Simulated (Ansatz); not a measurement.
C2H7NS2 can be A, `CNC(S)S`, or B, `NC(S)CS`.

Program: Ansatz. Geometries: PBE0-D4/def2-TZVP. ΔE: electronic, gas phase. CCSD(T)/CBS is the MP2 limit (def2-TZVPP, def2-QZVPP) plus CCSD(T) − MP2 in def2-TZVPP, frozen cores. DFT in def2-TZVPP. B3LYP here is the variant with VWN-RPA as its local correlation; programs differ in this. One conformer a species, not always the lowest.

Which isomer does CCSD(T)/CBS put lower? Give the gap. (Best estimate.)

Ansatz gave: B, by 7.7 kcal/mol.

Give E(B) − E(A) in kcal/mol with PBE-D4, CCSD(T)/def2-TZVPP, B3LYP-D4, PBE0-D4, CCSD(T)/def2-SVP, B2PLYP, CCSD/def2-TZVPP. (An estimate is asked.)

The calculation gave: PBE-D4 -5.6, CCSD(T)/def2-TZVPP -7.4, B3LYP-D4 -5.8, PBE0-D4 -6.6, CCSD(T)/def2-SVP -5.7, B2PLYP -6.6, CCSD/def2-TZVPP -7.7. None reverses the order clearly.

Does the order hold for the free energy at 298.15 K (harmonic terms from PBE0-D4)? (Best estimate.)

Ansatz gave: Yes: G(B) − G(A) = -7.4 kcal/mol, for one conformer each.

Largest T1 diagnostic: 0.011.

Leaving LDA and LC-ωPBE aside and taking each functional with its dispersion term where it has one, the values, not all of them listed here, spread over 2.5 kcal/mol, from PBE-QIDH to BLYP-D4. At CCSD(T), def2-SVP lies +2.0 kcal/mol from the extrapolated value and def2-TZVPP +0.3 kcal/mol.
